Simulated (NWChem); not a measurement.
# One shape, several levels: CHCl2F (SMILES FC(Cl)Cl)

Aim: a comparison of 4 runs (HF/STO-3G, HF/3-21G, B3LYP/6-31G*) of CHCl2F. 

The calculation is run with NWChem 7.3.0.

1 further run of the same task is left out (it didn't finish).

### Step 1. The system as given

CHCl2F: 5 atoms, total charge 0, spin state singlet. As SMILES, `FC(Cl)Cl`. The shape is that of a PBE0-D4/def2-TZVP optimisation.

Bond lengths: F1–C2 1.340 Å, C2–Cl3 1.759 Å, C2–Cl4 1.759 Å, C2–H5 1.088 Å. Angles: F1–C2–Cl3 109.4°, F1–C2–Cl4 109.4°, Cl3–C2–Cl4 111.6°, F1–C2–H5 109.7°, Cl3–C2–H5 108.4°, Cl4–C2–H5 108.4°.

### Step 2. Energy and gradient at HF/STO-3G (run 1)

Input file chcl2f.nw:

```
start chcl2f
title "CHCl2F"
memory stack 880 mb heap 220 mb global 1100 mb
charge 0
geometry units angstrom noautosym nocenter noautoz
  F     -0.590600     0.132500     1.230400
  C      0.006400     0.099400     0.030700
  Cl     1.459900    -0.886800     0.126900
  Cl    -1.120400    -0.525200    -1.167100
  H      0.294600     1.106400    -0.262500
end
basis "ao basis" spherical bse
  * library STO-3G
end
scf
  nopen 0
  rhf
  thresh 1e-08
  maxiter 80
end
task scf gradient
```

Command:

```bash
$ nwchem chcl2f.nw > chcl2f.out
```

The program printed:

```text
[...]
  functions       =    29
[...]
  wavefunction    = RHF
[...]
         Total SCF energy =  -1045.161668662905
      One-electron energy =  -1869.940638409769
      Two-electron energy =    612.824693870164
 Nuclear repulsion energy =    211.954275876699
        Time for solution =      1.4s
[...]
                         RHF ENERGY GRADIENTS
    atom               coordinates                        gradient
                 x          y          z           x          y          z
   1 F      -1.116072   0.250389   2.325119    0.014754  -0.001114  -0.029729
   2 C       0.012094   0.187839   0.058015    0.001790  -0.024060  -0.010294
   3 Cl      2.758811  -1.675809   0.239806   -0.038772   0.024032  -0.000777
   4 Cl     -2.117249  -0.992484  -2.205499    0.028139   0.014648   0.032776
   5 H       0.556713   2.090793  -0.496053   -0.005911  -0.013506   0.008024
[...]
```

Run time: 2.9 s. Hardware: 1 thread of AMD EPYC 7R43 (Zen 3), shared host; peak memory 0.096 GiB.

### Step 3. Energy and forces at HF/3-21G (run 2)

Input file geom.nw:

```
start geom
title "CHCl2F hf"
memory 2200 mb
charge 0

geometry units bohr noautosym nocenter noautoz
F     -1.11607225     0.25038871     2.32511902
C      0.01209425     0.18783878     0.05801459
Cl     2.75881117    -1.67580913     0.23980625
Cl    -2.11724915    -0.99248416    -2.20549936
H      0.55671332     2.09079298    -0.49605311
end

basis spherical bse
* library 3-21G
end

scf
thresh 1e-08
maxiter 80
print low
end

task scf gradient
```

Command:

```bash
$ nwchem geom.nw > geom.out
```

The program printed:

```text
[...]
  functions       =    46
[...]
  wavefunction    = RHF
[...]
         Total SCF energy =  -1051.684976768909
      One-electron energy =  -1876.752296086650
      Two-electron energy =    613.113058703203
 Nuclear repulsion energy =    211.954260614538
        Time for solution =      1.5s
[...]
                         RHF ENERGY GRADIENTS
    atom               coordinates                        gradient
                 x          y          z           x          y          z
   1 F      -1.116072   0.250389   2.325119    0.011370   0.001826  -0.022160
   2 C       0.012094   0.187839   0.058015   -0.007816  -0.051484   0.001194
   3 Cl      2.758811  -1.675809   0.239806   -0.032783   0.021935  -0.003218
   4 Cl     -2.117249  -0.992484  -2.205499    0.026169   0.013667   0.026345
   5 H       0.556713   2.090793  -0.496053    0.003060   0.014057  -0.002161
 Task  times  cpu:        2.1s     wall:        2.1s
 Total times  cpu:        2.1s     wall:        2.1s
```

Run time: 3.3 s. Hardware: 1 thread of AMD EPYC 7R43 (Zen 3), shared host; peak memory 0.094 GiB.

Run 3 isn't shown in full; the table further down has it.

### Step 4. Energy and forces at B3LYP/6-31G(d) (Cartesian functions) (run 4)

Input file run.py:

```python
from ase import Atoms
from ase.calculators.nwchem import NWChem

atoms = Atoms('FCClClH', positions=[
    [-0.590600, 0.132500, 1.230400],
    [0.006400, 0.099400, 0.030700],
    [1.459900, -0.886800, 0.126900],
    [-1.120400, -0.525200, -1.167100],
    [0.294600, 1.106400, -0.262500],
])

calc = NWChem(
    label='chcl2f',
    theory='dft',
    memory='2200 mb',
    basis='6-31G*',
    dft={'xc': 'b3lyp', 'mult': '1', 'grid': 'xfine', 'convergence': 'energy 1e-08', 'iterations': '100', 'mulliken': None},
)
atoms.calc = calc

forces = atoms.get_forces()
e = atoms.get_potential_energy()
print(f"E = {e:.6f} eV")
print("forces (eV/A):")
for s, f in zip(atoms.symbols, forces):
    print(f"{s:2s} {f[0]:10.5f} {f[1]:10.5f} {f[2]:10.5f}")
print("dipole (e A):", atoms.get_dipole_moment().round(4))
```

Command:

```bash
$ export ASE_NWCHEM_COMMAND="nwchem PREFIX.nwi > PREFIX.nwo"
$ python run.py
```

The program printed:

```text
E = -28814.734042 eV
forces (eV/A):
F    -0.19993    0.01008    0.40140
C     0.05271    0.52733    0.04247
Cl    0.64622   -0.37821    0.08387
Cl   -0.51993   -0.21453   -0.50090
H     0.02093    0.05533   -0.02684
dipole (e A): [ 0.074   0.2584 -0.0754]
```

The calculator wrote chcl2f.nwi:

```
title "chcl2f"

permanent_dir chcl2f

scratch_dir chcl2f

start chcl2f

geometry units angstrom nocenter noautosym noautoz
  F  -5.9060000000000001e-01 1.3250000000000001e-01 1.2303999999999999e+00
  C  6.4000000000000003e-03 9.9400000000000002e-02 3.0700000000000002e-02
  Cl 1.4599000000000000e+00 -8.8680000000000003e-01 1.2690000000000001e-01
  Cl -1.1204000000000001e+00 -5.2520000000000000e-01 -1.1671000000000000e+00
  H  2.9459999999999997e-01 1.1064000000000001e+00 -2.6250000000000001e-01
end

memory 2200 mb

basis noprint
   * library 6-31G*
end

dft
  xc b3lyp
  mult 1
  grid xfine
  convergence energy 1e-08
  iterations 100
  mulliken
end

task dft gradient
```

chcl2f.nwo:

```text
Northwest Computational Chemistry Package (NWChem) 7.3.0
             --------------------------------------------------------

           Job information
           ---------------

    nwchem branch   = 7.3.0
    use scalapack   = T
    input           = chcl2f.nwi
    prefix          = chcl2f.
    data base       = chcl2f/chcl2f.db
    status          = startup
    nproc           =        1

           Memory information
           ------------------

[... 5 lines left out ...]
    hardfail = no
[... 99 lines left out ...]
  convergence criterion.
[... 43 lines left out ...]
          Spatial weights used:  Erf1
[... 32 lines left out ...]
 1-e energy   =   -1883.041987
[... 43 lines left out ...]
           Coulomb energy =      685.494907336313
[... 567 lines left out ...]
          Convergence on density requested:  1.00D-05
[... 29 lines left out ...]
          total energy or number of iterations.
[... 36 lines left out ...]
                 ----------------------------------------
                 |  Time  |  1-e(secs)   |  2-e(secs)   |
                 ----------------------------------------
                 |  CPU   |       0.01   |       4.19   |
                 ----------------------------------------
                 |  WALL  |       0.01   |       4.19   |
                 ----------------------------------------

 Task  times  cpu:       29.9s     wall:       29.9s
 Total times  cpu:       29.9s     wall:       29.9s
```

Run time: 32 s. Hardware: 1 thread of AMD EPYC 7R43 (Zen 3), shared host; peak memory 0.12 GiB.

### Step 5. The series

```csv
run,level,iteration cap,module,energy (Eh),dipole moment (D),HOMO energy (eV),LUMO energy (eV),wall time
1,HF/STO-3G,80,scf,-1045.161669,1.77,-11.18,8.10,2.9 s
2,HF/3-21G,80,scf,-1051.684977,–,–,–,3.3 s
3,B3LYP/6-31G* (spherical functions),100,dft,-1058.913370,1.34,-8.75,-0.43,26 s
4,B3LYP/6-31G* (Cartesian functions),100,dft,-1058.921953,1.34,-8.75,-0.43,32 s
```

### Step 6. Results

| quantity | value |
| --- | --- |
| run 4: total energy | -1058.92195 Eh |
| run 4: dipole moment | 1.34 D |
| run 4: HOMO energy | -8.75 eV |
| run 4: LUMO energy | -0.43 eV |
| run 4: HOMO–LUMO gap | 8.31 eV |
| run 4: largest force on an atom | 0.753 eV/Å |

In words: Over runs 1, 3, 4 the dipole moment (its size) runs from 1.34 D (B3LYP/6-31G*) to 1.77 D (HF/STO-3G). The two ends differ in method and basis. Over runs 1, 3, 4 the HOMO–LUMO gap runs from 8.31 eV (B3LYP/6-31G*) to 19.27 eV (HF/STO-3G). In run 1 the basis is minimal, so the values are rough. All runs together took 64 s, the longest 32 s.
